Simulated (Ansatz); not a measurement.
Born–Oppenheimer molecular dynamics of CH6BCl (9 atoms, charge 0, multiplicity 1). It starts at the highest image of a converged band, a first-order saddle point between two minima.

All numbers below come from RKS CAM-B3LYP/6-31G* in Ansatz.

```yaml
ensemble: NVE (velocity Verlet)
time_step: 0.5 fs
steps_asked: 200
starting_velocities_drawn_for: 100 K
seed: 6707
```

First frame:

```xyz
9
Properties=species:S:1:pos:R:3
B -0.031 -0.267 0.272
C -0.008 0.051 1.930
H -0.949 -0.018 2.482
H 0.819 -0.313 2.546
H 0.186 1.117 1.757
H 1.041 -0.157 -0.223
H -1.037 0.106 -0.234
Cl -0.297 -2.423 0.326
H -0.159 -1.283 1.305
```

How far do the bonds stretch over the last three quarters of this one trajectory? (Pairs bonded in most of those frames.)


| bond | mean (Å) | spread (Å) | shortest | longest |
| --- | --- | --- | --- | --- |
| B1–H6 | 1.189 | 0.004 | 1.18 | 1.20 |
| B1–H7 | 1.189 | 0.005 | 1.18 | 1.20 |
| B1–Cl8 | 1.787 | 0.139 | 1.58 | 2.05 |
| C2–H3 | 1.092 | 0.014 | 1.06 | 1.12 |
| C2–H4 | 1.093 | 0.019 | 1.05 | 1.13 |
| C2–H5 | 1.093 | 0.015 | 1.06 | 1.12 |
| C2–H9 | 1.102 | 0.054 | 1.01 | 1.20 |

Mean temperature of the second half: 1930 K. The conserved energy stayed within 0.22 meV per atom of its start (net change -0.0023 meV per atom), so the integration is sound. The kinetic energy rose, since the run started high on the potential surface and went downhill. It ends in pieces (BClH2 + CH4), so much of that is their flight and rotation, not heat. A run of 0.1 ps of so small a system gives no equilibrium averages. The orbitals stay closed-shell, which can raise the energy where a bond breaks towards radicals; this wasn't checked here.

Run time: 5.4 min on 2 threads of Intel(R) Xeon(R) Platinum 8259CL CPU @ 2.50GHz (Skylake/Cascade Lake) (shared host), peak memory 0.15 GiB.
